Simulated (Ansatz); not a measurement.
Basis-set extrapolation for `Fc1cccs1` (PBE0-D4/def2-TZVP geometry, frozen core, the Gaussian-basis code of Ansatz). Multiplicity 1, RHF reference.

```tsv
	def2-TZVPP	def2-QZVPP
HF	-650.264452	-650.286365
MP2 correlation	-1.048133	-1.127859
CCSD(T) correlation	-1.121880	not run
```

Energies in hartree. Use E(X) = E(∞) + A·exp(−7.88·√X) for Hartree–Fock and E(X) = E(∞) + B·X^(−2.97) for correlation, with X = 3 and 4, and add CCSD(T) minus MP2 of the smaller set to the MP2 limit.

Q: What is the CCSD(T) energy at the basis-set limit?

A: HF limit: -650.286365 + (-0.021913) × 0.13774 = -650.28938. MP2 limit: -1.127859 + (-0.079726) × 0.74074 = -1.18692. Higher-order term: -1.121880 − (-1.048133) = -0.07375. Total: -651.55005 hartree, 429.8 kJ/mol below CCSD(T)/def2-TZVPP.
